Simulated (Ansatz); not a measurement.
```yaml
crystal:
  periodic: [false, false, false]
  atoms:
    - {symbol: C, position_ang: [-0.101428, 1.165709, -0.532037]}
    - {symbol: C, position_ang: [0.121699, -0.321255, -0.508343]}
    - {symbol: F, position_ang: [1.396389, -0.619213, -0.957788]}
    - {symbol: C, position_ang: [-0.010770, -0.936572, 0.872519]}
    - {symbol: F, position_ang: [-1.308095, -0.862011, 1.263832]}
    - {symbol: F, position_ang: [0.731552, -0.261990, 1.779066]}
    - {symbol: H, position_ang: [0.626260, 1.670678, 0.103384]}
    - {symbol: H, position_ang: [-0.002020, 1.536329, -1.552557]}
    - {symbol: H, position_ang: [-1.105318, 1.398103, -0.172370]}
    - {symbol: H, position_ang: [-0.586169, -0.841915, -1.162616]}
    - {symbol: H, position_ang: [0.303302, -1.984862, 0.887409]}
basis:
  gaussian: {orbitals: aug-cc-pVTZ}
magnetization: {spin_polarized: true, initial_magnetization: 2}
hamiltonian: {xc: {name: PBE-QIDH}}
output: {forces: true}
```

```sh
$ ansatz run in.yaml --threads 4 --pin off --events-out ev --progress --plain --max-ram 10444MiB
```

Shortened log:

```
Functional definition: PBE-QIDH
2304 factors; integrals over basis functions are off by at most 9.4e-4 eV
mean field evaluation 1: about -11307.7092 eV, gradient 3.1e1 eV
mean field evaluation 2: about -11307.8192 eV, gradient 3.1e1 eV
mean field evaluation 4: about -11312.0869 eV, gradient 5.0e0 eV
mean field evaluation 8: about -11312.2624 eV, gradient 9.3e-1 eV
mean field evaluation 16: about -11312.3049 eV, gradient 8.3e-2 eV
mean field evaluation 32: about -11312.7592 eV, gradient 1.5e-1 eV
mean field evaluation 64: about -11312.5961 eV, gradient 7.6e-1 eV
mean field -11312.76000079 eV, -415.7362619649 hartree, gradient 4.1e-6 eV, S^2 2.008293; 6 other end points of the search recorded, 0 dependent functions left out
6 core orbitals not correlated: weight in the atoms' cores, before any rotation towards them, 1.000 or more for the frozen orbitals, at most 0.000 for the correlated occupied ones
reference -11312.76001838 eV, -415.7362626113 hartree; 20, 18 occupied and 365, 367 virtual orbitals, 2304 factors
second order -39.73109221 eV of doubles, -0.00000000 eV of singles
Total energy: -11326.00371579 eV, -416.2229595141 hartree
Atom 0 at    -0.101428     1.165709    -0.532037 Å, force     0.017379    -0.064965     1.737157 eV/Å
Atom 1 at     0.121699    -0.321255    -0.508343 Å, force     2.784919     2.045794    -4.642877 eV/Å
Atom 2 at     1.396389    -0.619213    -0.957788 Å, force    -1.924601     0.325824     1.015955 eV/Å
Atom 3 at    -0.010770    -0.936572     0.872519 Å, force    -2.324282     1.316240     5.895506 eV/Å
Atom 4 at    -1.308095    -0.862011     1.263832 Å, force     2.251605    -0.052033    -1.070804 eV/Å
Atom 5 at     0.731552    -0.261990     1.779066 Å, force    -0.759786    -1.047494    -1.438447 eV/Å
Atom 6 at     0.626260     1.670678     0.103384 Å, force    -0.119091     0.139576    -0.243981 eV/Å
Atom 7 at    -0.002020     1.536329    -1.552557 Å, force     0.170955    -0.452310    -0.478848 eV/Å
Atom 8 at    -1.105318     1.398103    -0.172370 Å, force     0.074301    -0.187448    -0.011758 eV/Å
Atom 9 at    -0.586169    -0.841915    -1.162616 Å, force    -0.523415    -1.103865     0.087341 eV/Å
Atom 10 at     0.303302    -1.984862     0.887409 Å, force     0.352015    -0.919319    -0.849243 eV/Å
Dipole moment:     0.328639     1.043950     0.457055 e Å
```

Hardware: 4 threads of an Arm Neoverse V1 on a shared host. Wall time 3.7 min, peak host memory 2.8 GiB.
